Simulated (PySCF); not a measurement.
H6NSi2: g tensor and hyperfine couplings

Species: H₆NSi₂ (doublet state).
Structure used (GFN2-xTB), in Å, numbered top down from 1:
```
atom  x, y, z in Å
N1    -1.3956    0.7391   -0.1165
Si2   -0.3234   -0.4751    0.4923
Si3    1.6650   -0.0067   -0.5021
H4    -1.4372    0.9040   -1.1088
H5    -2.3246    0.7890    0.2683
H6    -0.5163   -0.3497    1.9461
H7    -0.7254   -1.8596    0.1570
H8     2.7286   -1.0141   -0.4230
H9     2.3426    1.2791   -0.3112
```

The hyperfine couplings belong to this conformer and change with its torsions.

As a line formula: `N[SiH2][SiH2]` [radical].

Computed with PySCF, UKS B3LYP, pcH-1 on H N Si, non-relativistic, mean-field spin-orbit, GIAO. The structure is a single GFN2-xTB conformer in the gas phase; no vibrational or solvent corrections. The geometry wasn't refined by DFT: couplings that depend on bond lengths, twists or pyramidal angles can differ widely from those at the functional's own minimum, by a factor of two or more for some ions and for spin on atoms past the first row. Stability of the SCF solution: not tested.

| Item | Value |
| --- | --- |
| g1, g2, g3 | 2.00209, 2.00468, 2.00628 |
| g_iso | 2.00435 |
| Form of g | rhombic: the two nearest values differ by 38 % of g3 − g1 |
| ⟨S²⟩ | 0.7525 (exact 0.7500) |
| HOMO–LUMO gap, α and β orbitals | 5.70, 3.99 eV |
| Total energy | -637.34616 Eh |

Isotropic coupling and dipolar principal values T1 to T3, in MHz; ρ(0) is the spin density at the nucleus:

```tsv
atom	isotope	a_iso	of which spin–orbit	T1	T2	T3	Mulliken spin population	ρ(0) (bohr⁻³)
N1	14N	0.8	0.0	-0.4	-0.2	0.6	0.00	0.0024
Si2	29Si	-11.9	0.0	-8.4	2.2	6.2	0.02	0.0134
Si3	29Si	-304.6	0.9	-175.2	86.6	88.6	0.99	0.3438
H4	1H	-0.8	0.0	-2.8	-1.0	3.8	0.00	-0.0002
H5	1H	-2.0	0.0	-1.3	-0.9	2.2	0.00	-0.0004
H6	1H	65.9	0.0	-2.4	-0.3	2.7	0.03	0.0147
H7	1H	-5.6	0.0	-2.5	-1.3	3.9	0.00	-0.0013
H8	1H	-12.5	0.0	-10.5	2.2	8.4	-0.03	-0.0028
H9	1H	-1.6	0.0	-10.5	2.5	8.0	-0.02	-0.0004
```

The largest Mulliken spin population is on Si3 (+0.99). The angles at Si3 add up to 345.0°, so it is pyramidal.

Axes: g2 points within 9° of the Si2–Si3 bond.

Under fast tumbling the dipolar parts average out, and these isotropic splittings remain: 2 × 1H (H6/H7, I = 1/2, 3 lines) with 1.07 mT, 2 × 1H (H8/H9, I = 1/2, 3 lines) with 0.25 mT and 2 × 1H (H4/H5, I = 1/2, 3 lines) with 0.05 mT.

Means are taken over nuclei equivalent by connectivity, which assumes that they swap fast. The 1H value of +30.1 MHz is a mean of couplings from -5.6 to 65.9 MHz in this one geometry, not an average over conformers. The 1H value of -7.0 MHz is a mean of couplings from -12.5 to -1.6 MHz in this one geometry, not an average over conformers.

The 29Si coupling of Si3 (-304.6 MHz) shows only in satellite lines or after enrichment, since that isotope makes up about 4.7 % of natural silicon.

The run took 17 s wall (with the writing of density and orbital grids) on Arm Neoverse V1, one thread, shared host, and the process peaked at 0.59 GiB of memory.
